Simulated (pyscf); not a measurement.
# Four-centre exchange: HO–AsH–OH + H₂ -> HO–AsH–OH + H₂

Gas phase, singlet surface, charge 0. Bonds broken: O1–H4, H7–H8. Bonds formed: O1–H7, H4–H8. Single points on ωB97X-D3(BJ)/def2-SVP structures (PySCF, gas phase).

Transition state (Å):

```xyz
8

O     -1.4718    -1.1913    -0.6427
As    -1.3107    -0.2112     0.8772
O      0.2071     0.6678     0.5341
H     -1.5092    -0.7780    -1.7773
H     -0.5844    -1.3219     1.6196
H      0.0041     1.5718     0.2617
H     -0.6267    -1.4047    -1.4890
H     -0.7349    -1.0379    -2.5511
```

One imaginary mode, 2744i cm⁻¹; descent along it reached the two sides named.

```csv
bond,change,reactant side (Å),saddle,product side
O1–H4,breaks,0.965,1.208,2.484
H7–H8,breaks,0.761,1.129,3.5
O1–H7,forms,2.7,1.215,0.967
H4–H8,forms,3.2,1.125,0.762
```

Electronic energies relative to the separated reactants (eV):

| level | barrier | reaction energy | reverse barrier |
|---|---|---|---|
| ωB97X-D3(BJ)/def2-TZVP | 3.03 | 0.00 | 3.03 |
| PBE/def2-TZVP | 2.58 | 0.00 | 2.58 |
| r²SCAN/def2-TZVP | 2.79 | 0.00 | 2.79 |
| B3LYP-D3(BJ)/def2-TZVP | 2.89 | 0.00 | 2.89 |
| PBE0-D3(BJ)/def2-TZVP | 2.81 | 0.00 | 2.81 |
| M06-2X/def2-TZVP | 3.07 | 0.00 | 3.07 |
| ωB97M-D3(BJ)/def2-TZVP | 2.95 | 0.00 | 2.95 |
| HF/def2-TZVP | 3.90 | 0.00 | 3.90 |

With ωB97M-D3(BJ)/def2-TZVP energies and thermal terms (ideal gas, 1 atm, RRHO with modes under 100 cm⁻¹ raised to 100, one conformer, R ln 2 for chiral ones without a mode under 150 cm⁻¹), in eV:

```json
[
 {"T (K)": "298", "ΔH‡": "2.85", "ΔG‡": "3.19", "ΔH": "0.00", "ΔG": "0.00"},
 {"T (K)": "600", "ΔH‡": "2.83", "ΔG‡": "3.55", "ΔH": "0.00", "ΔG": "0.00"},
 {"T (K)": "900", "ΔH‡": "2.83", "ΔG‡": "3.91", "ΔH": "0.00", "ΔG": "0.00"},
 {"T (K)": "1200", "ΔH‡": "2.85", "ΔG‡": "4.27", "ΔH": "0.00", "ΔG": "0.00"}
]
```

The same reactants have a lower exit, to HO–AsH₂ + H₂O (barrier +2.13 eV at ωB97M-D3(BJ)/def2-TZVP, against +2.95 eV here). One saddle was located; it need not be the lowest between these sides. Elements up to Kr have no core potential and no relativistic terms here.
